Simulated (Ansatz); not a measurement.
A trace of molecular dynamics of C3H8FN (13 atoms, charge 0, multiplicity 1).

These are results of UKS CAM-B3LYP-D4/STO-3G (Ansatz), not measurements.

```yaml
ensemble: NVT, Langevin thermostat
set_temperature: 500 K
friction: 0.02 /fs
seed: 259716
```

```tsv
time (fs)	T (K)	potential energy less start (eV)
0.0	462	0.000
5.0	297	0.521
10.0	380	1.281
15.0	536	1.592
20.0	496	2.017
25.0	484	0.837
30.0	397	1.706
35.0	321	0.816
40.0	434	0.662
45.0	395	0.738
50.0	327	0.910
55.0	443	0.572
60.0	495	0.665
65.0	552	0.836
70.0	535	1.025
75.0	619	1.861
80.0	837	0.675
85.0	9424	5.503
90.0	7367	6.505
95.0	6329	6.107
100.0	4946	6.091
```

Question: Is this trajectory sound?

Answer: The temperature shot up to 9400 K, far beyond the bath's, so the integration failed: the time step of 2.5 fs is too long for the fastest motions that this run met, and the later frames carry no physical meaning.

Run time: 2.8 min on 1 thread of Arm Neoverse V1 (shared host), peak memory 0.14 GiB.
